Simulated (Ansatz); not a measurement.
Worked example: vertical ionisation energy of N2 (nitrogen)

N2 has 2 atoms, charge 0, and is taken as a singlet. SMILES: `N#N`. Geometry: relaxed at PBE0-D4/def2-TZVP.

```xyz
2

N     0.4655   -0.1503    0.2398
N    -0.4655    0.1503   -0.2398
```

Both states at this one shape; open shells run unrestricted unless said. 1 Eh = 27.2114 eV.

```tsv
level	program	singlet N2 (Eh)	doublet [N2]+ (Eh)
r2SCAN/STO-3G	Ansatz	-108.003589	-107.458266
HSE06/def2-TZVPPD	Ansatz	-109.441648	-108.863064
PBE-QIDH/def2-TZVPPD, 2 core orbitals frozen	Ansatz	-109.432737	-108.838964
BCCD(T)/STO-3G, 2 core orbitals frozen	Ansatz	-107.645536	-107.152902
```

Q: Work out the vertical ionisation energy at each level.

A: 
1. r2SCAN/STO-3G: -107.458266 − (-108.003589) = 0.545323 Eh = 14.84 eV; against experiment -0.74 eV.
2. HSE06/def2-TZVPPD: -108.863064 − (-109.441648) = 0.578584 Eh = 15.74 eV; against experiment +0.16 eV.
3. PBE-QIDH/def2-TZVPPD: -108.838964 − (-109.432737) = 0.593773 Eh = 16.16 eV; against experiment +0.58 eV.
4. BCCD(T)/STO-3G: -107.152902 − (-107.645536) = 0.492634 Eh = 13.41 eV; against experiment -2.17 eV.

The measured vertical value is 15.58 eV (NIST CCCBDB). Minimal sets are far from the basis-set limit. The second state is spin-contaminated at BCCD(T)/STO-3G (⟨S²⟩ = 1.09).
